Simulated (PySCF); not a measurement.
NMR data sheet: C4H2F2

| Property | Result |
| --- | --- |
| Formula | C4H2F2 |
| SMILES | C#C/C(F)=C\F |
| Point group of the computed structure | Cs |
| Degrees of unsaturation | 3 |
| Carbon signals | 4 |
| Proton signals | 2 |

Atom-mapped SMILES (the numbers label the heavy atoms): `[CH:1]#[C:2]/[C:3]([F:4])=[CH:5]\[F:6]` (H(Xn): hydrogen on atom n).

Non-relativistic Hamiltonian, isolated molecule, a single conformation. Geometry: PBE0-D3(BJ)/def2-SVP; NMR shieldings at CAM-B3LYP/pcSseg-2/GIAO; spin–spin couplings from B3LYP/pcJ-1; PySCF.

Chemical shifts δ = σref − σ; $^{1}$H and $^{13}$C against TMS; CFCl3 for $^{19}$F, all at this level.

| carbon | δC, type | δH (multiplicity, J in Hz) | HMBC from (abs. J ≥ 3 Hz) | span of the C tensor (ppm) |
| --- | --- | --- | --- | --- |
| C1 | 104.3, CH | 3.81 (ddd, 3.8, 2.4, 1.2) | – | 164 |
| C2 | 73.9, C | – | H(C5), H(C1) | 306 |
| C3 | 153.3, C | – | H(C5), H(C1) | 140 |
| C5 | 166.3, CH | 7.82 (ddd, 81.9, 1.2, 1.0) | – | 164 |

Other nuclei:
```json
{"atoms": "F6", "nucleus": "$^{19}$F", "environment": "vinylic fluorine", "δ (ppm)": "-161.1", "σ (ppm)": "347.1"}
{"atoms": "F4", "nucleus": "$^{19}$F", "environment": "vinylic fluorine", "δ (ppm)": "-168.1", "σ (ppm)": "354.1"}
```

Selected couplings (Hz, signed; the shortest-range and largest first, 30 at most; isotopes $^{13}$C, $^{19}$F, $^{1}$H): $^{1}J$(C5,F6) -347.2, $^{1}J$(C3,F4) -303.3, $^{1}J$(C1,H(C1)) 281.1, $^{1}J$(C1,C2) 222.1, $^{1}J$(C5,H(C5)) 211.9, $^{1}J$(C3,C5) 126.7, $^{1}J$(C2,C3) 125.6, $^{2}J$(F6,H(C5)) 81.9, $^{2}J$(F4,C5) 67.9, $^{2}J$(C2,F4) 35.3, $^{2}J$(C3,F6) 34.7, $^{2}J$(C1,C3) 14.9, $^{2}J$(C2,C5) 4.3, $^{3}J$(F4,F6) -167.0, $^{3}J$(C2,F6) -10.8, $^{3}J$(C1,C5) 4.7, $^{3}J$(C1,F4) 4.6, $^{4}J$(C1,F6) 22.6, $^{4}J$(F4,H(C1)) -3.8.

- Carbon types of the structure: 2 × C, 2 × CH, which accounts for all hydrogens.
- δC 166.3: alkene CH.
- δC 153.3: fully substituted alkene carbon; the olefinic region.
- δC 104.3: terminal alkyne carbon; the triple bond shields along its axis, which puts it between sp3 and sp2 carbons.
- δC 73.9: alkyne carbon; the triple bond shields along its axis, which puts it between sp3 and sp2 carbons.
- δH 7.82: hydrogen on an alkene CH; a vinylic proton, deshielded by the sp2 carbon and the C=C anisotropy.

C–F couplings over four or more bonds (about 3 Hz to the para carbon of a fluoroarene) are left out. Common functionals overestimate the size of one-bond C–F couplings by tens of Hz; these are unscaled. Multiplet labels drop couplings under 1 Hz and merge nearly equal ones. Shifts are as computed, not scaled to solution data. Of 1211 compounds with measured shifts, 218 miss one by over three times the rms of a fit or turn the order of signals round; such compounds aren't used in these exercises. Unscaled 19F shifts against computed CFCl3 carry errors that often reach 10 to 50 ppm.
